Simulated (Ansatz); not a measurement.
Input for Ansatz (an electronic-structure program): U-HF/def2-TZVPP on SiH2 (SMILES [SiH2]), 2S+1 = 3, atoms moved off the minimum.

Ansatz 0.2 input:
```yaml
crystal:
  periodic: [false, false, false]
  atoms:
    - {symbol: Si, position_ang: [0.01842247, 0.08815794, 0.02759428]}
    - {symbol: H, position_ang: [-1.37755053, -0.59514693, 0.02817622]}
    - {symbol: H, position_ang: [1.32025522, -0.71526768, 0.01783677]}
basis:
  gaussian:
    orbitals: def2-TZVPP
hamiltonian:
  xc: {name: HF}
magnetization: {spin_polarized: true, initial_magnetization: 2}
output: {forces: true}
```

It printed:

```
WARN ansatz: RAYON_NUM_THREADS=1 ignored (pool sized by the plan → 1); use --threads N
Functional definition: HF
integrals: 0.01 GiB planned
451 factors; their error is unknown
mean field: 0.10 GiB planned
mean field evaluation 1: about -7890.8593 eV, gradient 6.7e0 eV
mean field evaluation 2: about -7891.4676 eV, gradient 2.8e0 eV
mean field evaluation 4: about -7891.6266 eV, gradient 3.6e-1 eV
mean field evaluation 8: about -7891.7425 eV, gradient 1.4e-1 eV
mean field -7891.74273238 eV, -290.0161961997 hartree, gradient 1.9e-5 eV, S^2 2.006593; 0 other end points of the search recorded, 0 dependent functions left out
the calculation of the forces begins
reference -7891.74273238 eV, -290.0161961997 hartree; 9, 7 occupied and 61, 63 virtual orbitals, 451 factors
Total energy: -7891.74273238 eV, -290.0161961997 hartree
Atom 0 at     0.018422     0.088158     0.027594 Å, force    -0.341810    -0.797432    -0.003888 eV/Å
Atom 1 at    -1.377551    -0.595147     0.028176 Å, force     1.301234     0.428659    -0.001875 eV/Å
Atom 2 at     1.320255    -0.715268     0.017837 Å, force    -0.959423     0.368773     0.005763 eV/Å
Dipole moment:     0.006968     0.020929     0.000109 e Å
```

Self-consistency was reached.

Cost: around 0.6 core-seconds (rough).
